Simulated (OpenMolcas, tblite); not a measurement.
**CH5BN (SMILES B[N]C): the vertical ionisation energy, rung by rung**

CH5BN: 8 atoms, total charge 0, spin state doublet. SMILES: `B[N]C`. The shape is that of a PBE0-D4/def2-TZVP optimisation.

Quantity: the vertical ionisation energy (to the singlet cation), in eV. The values are calculated.

```
           level            kind     program  value (eV)  CPU time (all runs)
        GFN1-xTB  semi-empirical      tblite       13.77            under 2 s
   UHF/def2-SVPD    Hartree–Fock  OpenMolcas        9.59                 26 s
USVWN5/def2-SVPD             LDA  OpenMolcas        9.02                 80 s
  UPBE/def2-SVPD             GGA  OpenMolcas        9.07              2.1 min
 UTPSS/def2-SVPD        meta-GGA  OpenMolcas        9.21                3 min
 UPBE0/def2-SVPD   global hybrid  OpenMolcas        9.46              1.9 min
```

The values span 9.02 to 13.77 eV. The xTB values lack the empirical shift that such differences need. CPU times are rough (shared hosts, several kinds of processor and program).
